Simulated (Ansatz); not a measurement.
`[F][AlH]` radical. Charge 0, multiplicity 2.

Question: List the harmonic frequencies (cm⁻¹, unscaled) at PBE0-D4/def2-TZVP in Ansatz. (Estimate.)

Answer: Ansatz gave: 571, 816, 1794.

Question: Is this a minimum?

Answer: Yes, all 3 modes are real.

Question: Give the ideal-gas thermochemistry at 298.15 K and 1 bar (rigid rotor, harmonic oscillator; point group Cs, symmetry number 1).

Answer: Zero-point energy 19.0 kJ/mol; H(298) − E = 29.6 kJ/mol; entropy 246.1 J/(mol·K), of which translation 156.9, rotation 80.5, vibration 2.9, electronic 5.8; G(298) − E = -43.8 kJ/mol.

Question: And at 400, 500, 600, 800 and 1000 K?

Answer: 
| T (K) | H − E (kJ/mol) | S (J/mol/K) | G − E (kJ/mol) |
| --- | --- | --- | --- |
| 400 | 33.9 | 258.5 | -69.5 |
| 500 | 38.4 | 268.6 | -95.8 |
| 600 | 43.2 | 277.3 | -123.1 |
| 800 | 53.3 | 291.7 | -180.1 |
| 1000 | 63.8 | 303.4 | -239.6 |
